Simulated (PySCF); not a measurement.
# PO: frontier orbitals

TPSS at R = 1.494 Å; PySCF, no relativity, basis sets P 6-31G(d,p), O 6-31G(d,p). State: ²Π (doublet), unpaired electrons π ↑. Only the outer orbitals are listed, counted within each symmetry.

| spin | orbital | occ. | ε (eV) | on P (%) | main shells (%) |
| --- | --- | --- | --- | --- | --- |
| α | 5σ | 1 | -25.94 | 19 | 77 O s, 11 P s |
| α | 6σ | 1 | -13.85 | 71 | 68 P s, 16 O p, 13 O s |
| α | 2π | 1 | -9.63 | 32 | 68 O p, 30 P p |
| α | 2π | 1 | -9.52 | 31 | 68 O p, 30 P p |
| α | 7σ | 1 | -9.37 | 44 | 51 O p, 27 P p, 15 P s |
| α | 3π | 1 | -4.41 | 72 | 70 P p, 28 O p |
| α | 3π | 0 | -4.04 | 72 | 71 P p, 28 O p |
| α | 8σ | 0 | 0.34 | 105 | 84 P p, 11 P s, 10 P d |
| α | 9σ | 0 | 5.90 | 100 | 92 P s, 8 P p |
| β | 5σ | 1 | -25.60 | 19 | 76 O s, 11 P s |
| β | 6σ | 1 | -13.18 | 66 | 63 P s, 20 O p, 15 O s |
| β | 2π | 1 | -9.37 | 30 | 70 O p, 28 P p |
| β | 7σ | 1 | -9.01 | 49 | 47 O p, 28 P p, 20 P s |
| β | 2π | 1 | -8.62 | 29 | 71 O p, 27 P p |
| β | 3π | 0 | -3.75 | 74 | 72 P p, 26 O p |
| β | 3π | 0 | -2.80 | 75 | 74 P p, 25 O p |
| β | 8σ | 0 | 0.63 | 105 | 82 P p, 13 P s, 9 P d |

Which are the highest filled and the lowest empty level, where do they sit, and how wide is the gap?

Highest filled α 3π at -4.41 eV (in %: 70 P p, 28 O p); lowest empty α 3π at -4.04 eV (in %: 71 P p, 28 O p); the gap at TPSS is 0.37 eV. Both belong to one degenerate shell, split only by its one-sided filling, so this is no excitation gap.

- bond order (Mayer): 2.12
- ⟨S²⟩: 0.753
- charge on P (Mulliken, basis-dependent): 0.39
- charge on P (Löwdin, basis-dependent): 0.36
- dipole moment (positive dipole means P(−)O(+)): -1.76 D

Shares are Mulliken populations and can fall outside 0 to 100 %.

The state was picked by a PBE0 search and need not be the measured ground state.
